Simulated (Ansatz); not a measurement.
The input, for Ansatz 0.2.0:

```yaml
crystal:
  periodic: [false, false, false]
  atoms:
    - {symbol: O, position_ang: [0.000000, 0.199858, 1.434628]}
    - {symbol: O, position_ang: [0.000000, 0.406627, -1.385152]}
    - {symbol: Si, position_ang: [0.000000, -0.387106, -0.083158]}
    - {symbol: H, position_ang: [0.000000, 1.159459, 1.531796]}
basis:
  gaussian: {orbitals: cc-pVDZ}
magnetization: {spin_polarized: false, initial_magnetization: 3}
correlation: {method: bccd_t, electrons: outside_noble_gas}
```

```sh
$ ansatz run in.yaml --threads 1 --pin off --events-out ev --progress --plain --max-ram 2393MiB
```

The program prints:

```
485 factors; integrals over basis functions are off by at most 1.4e-3 eV
mean field evaluation 1: about -11945.7323 eV, gradient 2.7e1 eV
mean field evaluation 2: about -11945.7999 eV, gradient 2.7e1 eV
mean field evaluation 4: about -11948.6371 eV, gradient 3.4e0 eV
mean field evaluation 8: about -11948.7231 eV, gradient 5.0e-1 eV
mean field evaluation 16: about -11948.7406 eV, gradient 2.8e-6 eV
mean field evaluation 32: about -11948.9247 eV, gradient 1.4e-6 eV
mean field evaluation 64: about -11938.2460 eV, gradient 3.1e1 eV
mean field evaluation 96: about -11948.7406 eV, gradient 1.0e-6 eV
mean field evaluation 128: about -11944.3168 eV, gradient 3.1e0 eV
mean field evaluation 160: about -11948.7215 eV, gradient 7.8e-1 eV
...
cycle   1  -10.97184025 eV  change    2.7e-2 eV  update   1.1e-2
cycle   2  -10.97517403 eV  change   -3.3e-3 eV  update   3.3e-3
cycle   3  -10.97481508 eV  change    3.6e-4 eV  update   1.3e-3
cycle   4  -10.97385608 eV  change    9.6e-4 eV  update   5.3e-4
cycle   5  -10.97394653 eV  change   -9.0e-5 eV  update   3.0e-4
cycle   6  -10.97403213 eV  change   -8.6e-5 eV  update   1.5e-4
cycle   7  -10.97395030 eV  change    8.2e-5 eV  update   8.2e-5
cycle   8  -10.97392197 eV  change    2.8e-5 eV  update   4.9e-5
cycle   9  -10.97392674 eV  change   -4.8e-6 eV  update   2.2e-5
cycle  10  -10.97391726 eV  change    9.5e-6 eV  update   1.3e-5
perturbative correction -0.26067020 eV, -0.0095794530 hartree
Total energy: -11960.15933331 eV, -439.5277486118 hartree
```

For the same geometry and basis UCCSDT(Q) lies 56.4 meV lower.

Ran on 1 thread of Arm Neoverse V2, shared host: 9.5 s wall, 0.2 GiB peak host memory.
